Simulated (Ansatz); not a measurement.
# BHNSi: the cost of one run

The runs use Ansatz 0.2.0, Gaussian basis; def2-QZVPP, core rule «outside noble gas», up to 7 orbitals frozen.

The runs, in order: UHF; ROHF; CCSD(T) on UHF.

### Step 1. The system

The geometry is a PBE0/def2-TZVP stationary point (not a proven minimum) of the parent state, kept for this charge and spin.

4 atoms, charge 0, spin multiplicity 6.

Atoms are counted from 1 here; the program's logs count them from 0.

Bond lengths: N1–B2 1.323 Å, B2–Si3 1.932 Å, Si3–H4 1.485 Å. Angles: N1–B2–Si3 176.5°, B2–Si3–H4 121.5°.

Coordinates:

```
atom    x (Å)     y (Å)     z (Å)
  N1  0.00000   0.05169   2.03534
  B2  0.00000   0.04449   0.71238
 Si3  0.00000  -0.08341  -1.21489
  H4  0.00000   1.12866  -2.07268
```

### Step 2. UHF

in.yaml reads:

```yaml
crystal:
  periodic: [false, false, false]
  atoms:
    - {symbol: N, position_ang: [0.000000, 0.051693, 2.035342]}
    - {symbol: B, position_ang: [0.000000, 0.044493, 0.712376]}
    - {symbol: Si, position_ang: [0.000000, -0.083412, -1.214889]}
    - {symbol: H, position_ang: [0.000000, 1.128664, -2.072682]}
basis:
  gaussian: {orbitals: "def2-QZVPP.json"}
magnetization: {spin_polarized: true, initial_magnetization: 5}
hamiltonian: {xc: hf}
output: {orbitals: {seedname: orbitals}}
```

The run is started by

```
$ ansatz run in.yaml --threads 1 --pin off --events-out ev --progress --plain --max-ram 2393MiB
```

Q: Estimate wall time and peak memory on 1 thread of Arm Neoverse V1, shared host.

About 27 s, with a peak of 0.49 GiB.
